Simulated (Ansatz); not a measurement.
hcp Be was calculated with r²SCAN (plane waves, PAW; Ansatz, a first-principles code).

Run with plane-wave cutoff 500 eV, 26×26×1 k mesh (along the axes of the cell as run), Fermi–Dirac smearing 0.1 eV, scalar-relativistic PAW data made under PBE.

**Question.** Estimate the surface energy of the (10-11) face and work function of the (10-11) face that the calculation returns.

**Answer.** 
- surface energy of the (10-11) face = 2.89 J/m²
- work function of the (10-11) face = 4.20 eV

The slab of 16 atoms is relaxed and unreconstructed.

Computed values are for the static lattice.

The result took about 50 core-minutes (a rough figure).
